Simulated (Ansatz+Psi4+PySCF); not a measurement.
Two shapes of doublet H2O2(+).

Shape 1:

```xyz
4

O     0.0031    0.7289   -0.0447
O    -0.0083   -0.7288   -0.0507
H     0.8365    0.8822    0.4126
H    -0.8476   -0.8749    0.4233
```

Shape 2:

```xyz
4

O     0.0257    0.7189   -0.0495
O    -0.0017   -0.7043   -0.0491
H     0.8371    0.8614    0.3992
H    -0.8594   -0.8583    0.4205
```

Basis set: cc-pVTZ (spherical functions). Correlated methods keep 2 orbitals frozen. Correlation on ROHF uses semicanonical orbitals with singles. Charge 1, multiplicity 2.

Computed with Ansatz (development build ahead of 0.2.0); each method stands on the lowest determinant of its kind that the runs found.

Question: Which shape is lower in energy, and by how much in each method?

Answer:

```csv
method,E(2) − E(1) (eV)
ROHF-CCSD,-0.086
UHF-CCSD,-0.091
UHF-CCSD(T),-0.066
ROHF-CCSDT,-0.055
UHF-CCSDT,-0.055
```

Shape 2 is lower. Caution: large amplitudes, a single reference is doubtful. Caution for UHF-CCSD(T): another reference gives a lower total.
